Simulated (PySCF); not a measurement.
fluoromethane (CH3F), SMILES CF.

Geometry optimised at B3LYP-D3(BJ)/def2-TZVP.

Calculation: CAM-B3LYP/def2-TZVPD run with PySCF.

Symmetry labels are those of the subgroup Cs that the program uses (full group C3v).

Computed valence orbital energies around the gap with their symmetry:
| orbital | symmetry | energy (eV) |
|---|---|---|
| HOMO−7 | A' | -280.81 |
| HOMO−6 | A' | -34.62 |
| HOMO−5 | A' | -21.35 |
| HOMO−4 | A' | -15.29 |
| HOMO−3 | A" | -15.22 |
| HOMO−2 | A' | -15.22 |
| HOMO−1 | A' | -11.46 |
| HOMO | A" | -11.46 |
| LUMO | A' | 0.97 |
| LUMO+1 | A' | 1.97 |
| LUMO+2 | A' | 2.62 |
| LUMO+3 | A" | 2.62 |
